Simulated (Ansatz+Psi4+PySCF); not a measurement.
## doublet CO(+): levels of theory in one basis

```xyz
2

O     0.0000    0.0000    0.4930
C     0.0000    0.0000   -0.6573
```

Basis set: cc-pVTZ (spherical functions). Left uncorrelated: 2 orbitals. Correlation on ROHF uses semicanonical orbitals with singles. Charge 1, multiplicity 2.

Computed with Ansatz (development build ahead of 0.2.0) and Psi4 1.11; each method stands on the lowest determinant of its kind that the runs found.

```csv
method,E − E(ROHF) (eV),<S²> of the determinant
ROHF,0.00,0.75
UHF,-0.39,1.07
ROHF-MP2,-9.42,–
UHF-MP2,-8.77,1.07
ROHF-CCSD,-9.35,–
UHF-CCSD,-9.35,1.07
ROHF-CCSD(T),-9.88,–
```

Problem. What does UHF-CCSD(T) give on the same scale?

Solution. -9.82 eV.

Caution for UHF, UHF-MP2, UHF-CCSD, UHF-CCSD(T): the unrestricted determinant is spin contaminated. Caution for UHF-MP2, UHF-CCSD, UHF-CCSD(T): large amplitudes, a single reference is doubtful. Caution for UHF-CCSD(T): another reference gives a lower total.
